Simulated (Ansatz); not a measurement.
```yaml
crystal:
  periodic: [false, false, false]
  atoms:
    - {symbol: Zn, position_ang: [0.000000, 0.000000, -1.826154]}
    - {symbol: N, position_ang: [0.000000, 0.000000, 0.336430]}
    - {symbol: N, position_ang: [0.000000, 0.000000, 1.489724]}
basis:
  gaussian: {orbitals: def2-TZVP}
total_charge: 1
magnetization: {spin_polarized: true, initial_magnetization: 3}
hamiltonian: {xc: pbe0}
relax: {f_tol: 0.004, max_steps: 80}
```

```sh
$ ansatz run in.yaml --threads 1 --pin off --events-out ev --progress --plain --max-ram 2176MiB
```

Steps of the relaxation (energy above the last step; positions in Å, forces in eV/Å):

```
3
step 1, 541.9 meV
Zn    0.000    0.000   -1.826    0.000    0.000   -0.243
N     0.000    0.000    0.336    0.000    0.000  -10.585
N     0.000    0.000    1.490    0.000    0.000   10.828
```

```
3
step 2, 15.4 meV
Zn    0.000    0.000   -1.873    0.000    0.000   -0.165
N     0.000    0.000    0.313    0.000    0.000   -1.117
N     0.000    0.000    1.560    0.000    0.000    1.282
```

```
3
step 3, 1.8 meV
Zn    0.000    0.000   -1.891    0.000    0.000   -0.093
N     0.000    0.000    0.315    0.000    0.000   -0.155
N     0.000    0.000    1.576    0.000    0.000    0.247
```

```
3
step 5, 0.0 meV
Zn    0.000    0.000   -1.913    0.000    0.000    0.000
N     0.000    0.000    0.324    0.000    0.000   -0.002
N     0.000    0.000    1.589    0.000    0.000    0.002
```

Close pairs at the end: N2–N3 1.264 Å, Zn1–N2 2.238 Å.

A stationary point of unrestricted PBE0 after 5 steps, with ⟨S²⟩ = 3.757 against 3.75 for a pure state; no frequencies were run, so it isn't proven a minimum. 2.5 min on 1 thread of Arm Neoverse N1, shared host.
